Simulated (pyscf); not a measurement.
Substitution at C: H₃C–Mg–CH₃ + H atom (H•) -> [H₃C–Mg]• + methane (CH₄)

Gas phase, doublet surface, charge 0. Bonds broken: Mg1–C2. Bonds formed: C2–H10. Optimised with ωB97X-D3(BJ)/def2-SVP in PySCF.

Transition state (Å):

```xyz
10

Mg    -0.4721    -0.0786    -0.4359
C     -1.9401     0.6684     1.1685
C      0.8674    -0.7531    -1.9123
H     -2.8379     0.6112     0.5504
H     -1.7511    -0.1252     1.8935
H     -1.4701     1.6415     1.3217
H      1.6986    -0.0425    -2.0725
H      0.3701    -0.8903    -2.8898
H      1.3227    -1.7241    -1.6452
H     -2.9770     1.2008     2.2967
```

One imaginary mode, 1475i cm⁻¹; descent along it reached the two sides named.

```
bond    change  reactant side (Å)  saddle  product side
------  ------  -----------------  ------  ------------
Mg1–C2  breaks              2.095   2.299           3.1
C2–H10   forms                3.8   1.622         1.100
```

Electronic energies relative to the separated reactants (kcal/mol):

```tsv
level	barrier	reaction energy	reverse barrier
ωB97X-D3(BJ)/def2-TZVP	14.2	-44.3	58.5
PBE/def2-TZVP	3.6	-46.7	50.3
r²SCAN/def2-TZVP	4.5	-48.0	52.5
B3LYP-D3(BJ)/def2-TZVP	5.8	-48.9	54.8
PBE0-D3(BJ)/def2-TZVP	7.7	-47.0	54.7
M06-2X/def2-TZVP	9.3	-47.8	57.0
ωB97M-D3(BJ)/def2-TZVP	12.0	-44.7	56.7
HF/def2-TZVP	24.4	-48.2	72.6
```

With ωB97M-D3(BJ)/def2-TZVP energies and thermal terms (ideal gas, 1 atm, RRHO with modes under 100 cm⁻¹ raised to 100, one conformer, R ln 2 for chiral ones without a mode under 150 cm⁻¹), in kcal/mol:

```csv
T (K),ΔH‡,ΔG‡,ΔH,ΔG
298,12.9,19.2,-39.5,-41.0
600,12.3,25.9,-41.4,-41.7
900,11.8,32.9,-43.2,-41.5
1200,11.4,40.0,-44.8,-40.7
```

Abstraction by the radical was not located in this set and often lies lower. One saddle was located; it need not be the lowest between these sides. The angle at the attacked C is 180°.
